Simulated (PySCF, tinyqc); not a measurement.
FCI on RHF in the sto-6g basis, frozen core, for HF, spin multiplicity 1, step by step. The lowest restricted solution is unstable here: a spin-polarised one lies 0.0005 hartree lower (PySCF). One step of it, computed by the program tinyqc.

Task: FCI: roots. Diagonalise (each vector has its largest component positive (the first on a tie)); all determinants have Ms = 0, so triplets appear too. The lowest singlet root is the correlation energy.

Occupation strings over the orbitals (2 doubly, a alpha, b beta, 0 empty; spin orbitals ordered 1a 1b 2a 2b ...): 222220 22a22b 2a222b 22b22a 2b222a 222202 222022 220222 2ab222 2ba222 202222

H - E(HF) between determinants (hartree):
```
           222220     22a22b     2a222b     22b22a     2b222a     222202     222022     220222
222220   0.000000   0.000000   0.000000   0.000000   0.000000   0.028892   0.028892   0.227859
22a22b   0.000000   0.440551  -0.009893  -0.227859  -0.038164   0.021937   0.021937   0.074004
2a222b   0.000000  -0.009893   1.245381  -0.038164  -0.091147   0.029153   0.029153  -0.080862
22b22a   0.000000  -0.227859  -0.038164   0.440551  -0.009893  -0.021937  -0.021937  -0.074004
2b222a   0.000000  -0.038164  -0.091147  -0.009893   1.245381  -0.029153  -0.029153   0.080862
222202   0.028892   0.021937   0.029153  -0.021937  -0.029153   0.912310   0.053789   0.036150
222022   0.028892   0.021937   0.029153  -0.021937  -0.029153   0.053789   0.912310   0.036150
220222   0.227859   0.074004  -0.080862  -0.074004   0.080862   0.036150   0.036150   0.942959
2ab222  -0.038164   0.080862  -0.210902  -0.030966   0.075218   0.028441   0.028441   0.074719
2ba222   0.038164  -0.030966   0.075218   0.080862  -0.210902  -0.028441  -0.028441  -0.074719
202222   0.091147   0.075218   0.034287  -0.075218  -0.034287   0.189320   0.189320   0.136951

           2ab222     2ba222     202222
222220  -0.038164   0.038164   0.091147
22a22b   0.080862  -0.030966   0.075218
2a222b  -0.210902   0.075218   0.034287
22b22a  -0.030966   0.080862  -0.075218
2b222a   0.075218  -0.210902  -0.034287
222202   0.028441  -0.028441   0.189320
222022   0.028441  -0.028441   0.189320
220222   0.074719  -0.074719   0.136951
2ab222   1.773041  -0.136951   0.102684
2ba222  -0.136951   1.773041  -0.102684
202222   0.102684  -0.102684   2.763151
```

Give: lowest roots of this matrix, relative to E(HF); lowest vectors; <S^2> of these roots; weight of the ground state by excitation level 0, 1, 2, ....

Result:

lowest roots of this matrix, relative to E(HF) (hartree): -0.058  0.209  0.624  0.859  0.888  1.006  1.120  1.244

lowest vectors:
```
        root 1  root 2  root 3  root 4
222220   0.972   0.000  -0.088   0.000
22a22b   0.022   0.706   0.674   0.000
2a222b  -0.007   0.033  -0.078   0.000
22b22a  -0.022   0.706  -0.674   0.000
2b222a   0.007   0.033   0.078   0.000
222202  -0.018   0.000  -0.021   0.707
222022  -0.018   0.000  -0.021  -0.707
220222  -0.226   0.000  -0.250   0.000
2ab222   0.027  -0.022  -0.062   0.000
2ba222  -0.027  -0.022   0.062   0.000
202222  -0.021   0.000  -0.016   0.000
```

<S^2> of these roots: 0.000  2.000  0.000  0.000  0.000  0.000  2.000  0.000

weight of the ground state by excitation level 0, 1, 2, ...: 0.946  0.001  0.053
